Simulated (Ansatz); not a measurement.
```yaml
atoms:
  - { symbol: O, position_ang: [0.0028, -0.0052, -0.1009] }
  - { symbol: H, position_ang: [0.0022, 0.0051, 0.8633] }
```

RHF on singlet OH(-) was run in several spherical basis sets with Ansatz (development build ahead of 0.2.0). Caution: no diffuse functions for an anion.

(1) Rank the basis sets by the total energy that they give, lowest first, with the distance from the lowest.
A. def2-TZVP
B. cc-pVTZ
C. 6-31G(d)

Answers

(1) A (0.00 eV), B (0.41 eV), C (2.00 eV).

Totals follow the description of the cores as much as that of the bonds, so this order isn't one of quality for chemistry.
